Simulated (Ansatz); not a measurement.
The input, for Ansatz 0.2.0:

```yaml
crystal:
  periodic: [false, false, false]
  atoms:
    - {symbol: Sn, position_ang: [-0.023143, 0.000000, 0.000000]}
    - {symbol: H, position_ang: [1.362827, 0.000000, -0.905227]}
    - {symbol: H, position_ang: [1.362827, 0.000000, 0.905227]}
basis:
  gaussian: {orbitals: def2-SVP, fitting: {mean_field: def2-universal-jkfit}}
total_charge: 1
magnetization: {spin_polarized: true, initial_magnetization: 1}
correlation: {method: ccsd_t, electrons: outside_noble_gas, diis_vectors: 2}
accuracy: high
```

```sh
$ ansatz run in.yaml --threads 1 --pin off --events-out ev --progress --plain --max-ram 2393MiB
```

**Question.** Roughly how long does this take on 1 thread of AMD EPYC, shared host, and how much host memory?

**Answer.** 3.2 s wall and 0.1 GiB.

```
254 factors; integrals over basis functions are off by at most 3.4e-1 eV
mean field evaluation 1: about -5825.7605 eV, gradient 8.7e0 eV
mean field evaluation 2: about -5826.5197 eV, gradient 2.4e0 eV
mean field evaluation 4: about -5826.5925 eV, gradient 2.7e-1 eV
mean field evaluation 8: about -5825.7606 eV, gradient 8.7e0 eV
mean field evaluation 16: about -5826.5948 eV, gradient 1.1e-3 eV
mean field evaluation 32: about -5826.5838 eV, gradient 2.4e-1 eV
mean field evaluation 64: about -5826.1590 eV, gradient 1.5e-3 eV
mean field evaluation 96: about -5824.1911 eV, gradient 1.6e-3 eV
mean field evaluation 128: about -5823.1802 eV, gradient 7.4e-1 eV
mean field evaluation 160: about -5823.1837 eV, gradient 8.1e-1 eV
mean field -5826.59478006 eV, -214.1234087596 hartree, gradient 2.5e-8 eV, S^2 0.767614; 10 other end points of the search recorded, 0 dependent functions left out
determinant -5826.59478006 eV, -214.1234087596 hartree, with singles and doubles -5828.74041042 eV, -214.2022592209 hartree
determinant -5826.15901990 eV, -214.1073948690 hartree, with singles and doubles -5828.34219086 eV, -214.1876249217 hartree
determinant -5824.21273689 eV, -214.0358702875 hartree, with singles and doubles -5826.00353786 eV, -214.1016810092 hartree
determinant -5824.19111681 eV, -214.0350757644 hartree, with singles and doubles -5826.02003013 eV, -214.1022870892 hartree
determinant -5823.19500496 eV, -213.9984693290 hartree, with singles and doubles -5825.92282145 eV, -214.0987147360 hartree
determinant -5826.59478006 eV, -214.1234087596 hartree, with singles and doubles -5828.73576700 eV, -214.2020885781 hartree
determinant -5826.15901990 eV, -214.1073948690 hartree, with singles and doubles -5828.34060812 eV, -214.1875667572 hartree
9 core orbitals not correlated: weight in the atoms' cores, before any rotation towards them, 0.998 or more for the frozen orbitals, at most 0.001 for the correlated occupied ones
reference -5826.59478006 eV, -214.1234087596 hartree; 3, 2 occupied and 24, 25 virtual orbitals, 254 factors
second order -1.57214095 eV of doubles, -0.00000000 eV of singles
cycle   1  -2.14098715 eV  change   -2.1e-7 eV  update   2.3e-6
cycle   2  -2.14098716 eV  change   -1.0e-8 eV  update   1.5e-6
cycle   3  -2.14098705 eV  change    1.1e-7 eV  update   3.3e-7
cycle   4  -2.14098707 eV  change   -2.1e-8 eV  update   1.2e-7
cycle   5  -2.14098708 eV  change   -1.1e-8 eV  update   4.7e-8
cycle   6  -2.14098709 eV  change   -1.2e-8 eV  update   2.9e-8
cycle   7  -2.14098709 eV  change    5.5e-9 eV  update   2.0e-8
cycle   8  -2.14098709 eV  change  -3.0e-10 eV  update   5.2e-8
cycle   9  -2.14098710 eV  change   -7.2e-9 eV  update   2.1e-8
cycle  10  -2.14098710 eV  change   -7.0e-9 eV  update   8.4e-9
cycle  11  -2.14098710 eV  change   -1.0e-9 eV  update   2.8e-9
cycle  12  -2.14098710 eV  change  -1.6e-10 eV  update  8.1e-10
cycle  13  -2.14098710 eV  change   2.0e-11 eV  update  2.7e-10
perturbative correction -0.04203149 eV, -0.0015446288 hartree
Total energy: -5828.77779866 eV, -214.2036332132 hartree
```
